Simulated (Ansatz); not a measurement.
# H5NOSi: the cost of one run

Method: RKS B3LYP-D4/def2-TZVP, in Ansatz 0.2.0.

### Step 1. The starting structure

Bond lengths: N1–Si2 1.624 Å, Si2–O3 1.649 Å, N1–H4 0.986 Å, N1–H5 1.037 Å, Si2–H6 1.484 Å, Si2–H7 1.493 Å, O3–H8 1.013 Å. Angles: N1–Si2–O3 101.1°, N1–Si2–H6 110.3°, N1–Si2–H7 109.7°, O3–Si2–H6 110.9°, O3–Si2–H7 110.7°, H6–Si2–H7 113.5°, Si2–N1–H4 109.6°, Si2–N1–H5 110.4°, H4–N1–H5 106.5°, Si2–O3–H8 110.9°.

Structure file:

```xyz
8

N    -0.7726    0.7439   -0.7554
Si    0.4904    0.1996    0.1079
O    -0.0774   -1.2640    0.6131
H    -0.9679    0.1142   -1.4880
H    -1.6245    0.7826   -0.1652
H     0.7477    1.0952    1.2629
H     1.6730    0.0264   -0.7868
H     0.6235   -1.7551    1.1557
```

### Step 2. End point A

Contents of input.yaml:

```yaml
crystal:
  periodic: [false, false, false]
  atoms:
    - { symbol: "N", position_ang: [-0.7726, 0.7439, -0.7554] }
    - { symbol: Si, position_ang: [0.4904, 0.1996, 0.1079] }
    - { symbol: O, position_ang: [-0.0774, -1.264, 0.6131] }
    - { symbol: H, position_ang: [-0.9679, 0.1142, -1.488] }
    - { symbol: H, position_ang: [-1.6245, 0.7826, -0.1652] }
    - { symbol: H, position_ang: [0.7477, 1.0952, 1.2629] }
    - { symbol: H, position_ang: [1.673, 0.0264, -0.7868] }
    - { symbol: H, position_ang: [0.6235, -1.7551, 1.1557] }
basis:
  gaussian: { orbitals: def2-TZVP }
hamiltonian:
  xc: b3lyp
  dispersion: d4
relax:
  f_tol: 0.015
  max_steps: 40
```

Started as:

```bash
ansatz run input.yaml --threads 2 --pin off --max-ram 3072MiB --backend cpu --events-out ev --progress --plain --runs-dir out
```

Q: Estimate wall time and peak memory on 2 threads of Arm Neoverse V1, shared host.

About 16 s, with a peak of 0.21 GiB.
